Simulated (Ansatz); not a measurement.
# SiHCl (triplet): the correlation ladder at distance Cl1–H2 along a hydrogen transfer = 1.616 Å, 6-31G

Aim: climb from Hartree-Fock through coupled cluster and multireference methods for SiHCl (triplet) at one geometry and basis, and see what each rung misses.

Program: Ansatz 0.2.0, Gaussian basis. Level of theory: 6-31G, core rule «outside noble gas», up to 10 orbitals frozen. These are calculated values, not measurements.

To be run: UHF; CCSD(T) on ROHF; CCSD(T) on UHF; BCCD(T) on ROHF; CISD; CCSDT(Q) on ROHF; CCSDT(Q) on UHF; CCSDTQ on ROHF; CCSDTQ on UHF; CASSCF and MRCISD+Q, 4 electrons in 4 orbitals; CASSCF and NEVPT2, 4 electrons in 4 orbitals; CASSCF and MRCISD+Q, 12 electrons in 9 orbitals; CASSCF and MRCISD+Q(relaxed), 12 electrons in 9 orbitals; CASSCF and NEVPT2, 12 electrons in 9 orbitals; Full CI.

1 further run of the same task is left out (it didn't finish).

**1. What is computed**

The geometry derives from fragments relaxed apart (PBE0/def2-TZVP) and kept rigid, so it is no stationary point. A hydrogen atom is moved between rigid fragments.

3 atoms, charge 0, spin multiplicity 3.

Atoms are counted from 1 here; the program's logs count them from 0.

Bond lengths: Cl1–H2 1.616 Å, H2–Si3 1.496 Å. Angles: Cl1–H2–Si3 180.0°.

**2. UHF**

in.yaml reads:

```yaml
crystal:
  periodic: [false, false, false]
  atoms:
    - {symbol: Cl, position_ang: [0.000000, 0.000000, -1.576000]}
    - {symbol: H, position_ang: [0.000000, 0.000000, 0.040000]}
    - {symbol: Si, position_ang: [0.000000, 0.000000, 1.536000]}
basis:
  gaussian: {orbitals: 6-31G}
magnetization: {spin_polarized: true, initial_magnetization: 2}
hamiltonian: {xc: hf}
output: {orbitals: {seedname: orbitals}}
```

The run is started by

```bash
ansatz run in.yaml --threads 1 --pin off --events-out ev --progress --plain --max-ram 2816MiB --backend cpu
```

Further steps of the session: CCSD(T) on ROHF; CCSD(T) on UHF; BCCD(T) on ROHF; CISD; CCSDT(Q) on ROHF; CCSDT(Q) on UHF; CCSDTQ on ROHF; CCSDTQ on UHF; CASSCF and MRCISD+Q, 4 electrons in 4 orbitals; CASSCF and NEVPT2, 4 electrons in 4 orbitals; CASSCF and MRCISD+Q, 12 electrons in 9 orbitals; CASSCF and MRCISD+Q(relaxed), 12 electrons in 9 orbitals; CASSCF and NEVPT2, 12 electrons in 9 orbitals; Full CI.

**Question.** What will the summary of the whole plan be? Wanted: FCI below the RHF energy; RMP2 from FCI; UMP2 from FCI; RCCSD from FCI; RCCSD(T) from FCI; UCCSD(T) from FCI; RCCSDT(Q) from FCI; UCCSDT(Q) from FCI; MRCISD+Q pair from FCI.

As calculated:

```
                         quantity                                                                                                                                            value
         FCI below the RHF energy                                                                                                                                       -2.6125 eV
                    RMP2 from FCI                                                                                                                                     +55.7 kJ/mol
                    UMP2 from FCI                                                                                                                                     +59.7 kJ/mol
                   RCCSD from FCI                                                                                                                                      +5.2 kJ/mol
                RCCSD(T) from FCI                                                                                                                                      +1.5 kJ/mol
                UCCSD(T) from FCI                                                                                                                                      +1.4 kJ/mol
               RCCSDT(Q) from FCI                                                                                                                                       0.0 kJ/mol
               UCCSDT(Q) from FCI                                                                                                                                       0.0 kJ/mol
           MRCISD+Q pair from FCI                                                                                                                                      +2.6 kJ/mol
          NEVPT2 valence from FCI                                                                                                                                     +39.0 kJ/mol
        MRCISD+Q valence from FCI                                                                                                                                      +2.2 kJ/mol
levels within 1 kcal/mol (43 meV)  RCCSD(T), UCCSD(T), BCCD(T), RCCSDT, UCCSDT, RCCSDT(Q), UCCSDT(Q), RCCSDTQ, UCCSDTQ, MRCISD+Q pair, MRCISD+Q valence, MRCISD+Q(relaxed) valence
                    T1 diagnostic                                                                                                                                            0.021
   effectively unpaired electrons                                                                                                                                             2.03
```

RCCSD(T) misses by +1.5 kJ/mol, 0.6 % of the correlation energy. One determinant dominates. Of the multireference levels listed MRCISD+Q(relaxed) valence comes nearest in total energy (+1.0 kJ/mol), which doesn't show that its space is the better one. These misses are within one basis, not against nature; the frozen cores of restricted and unrestricted runs differ, which can shift their rows.
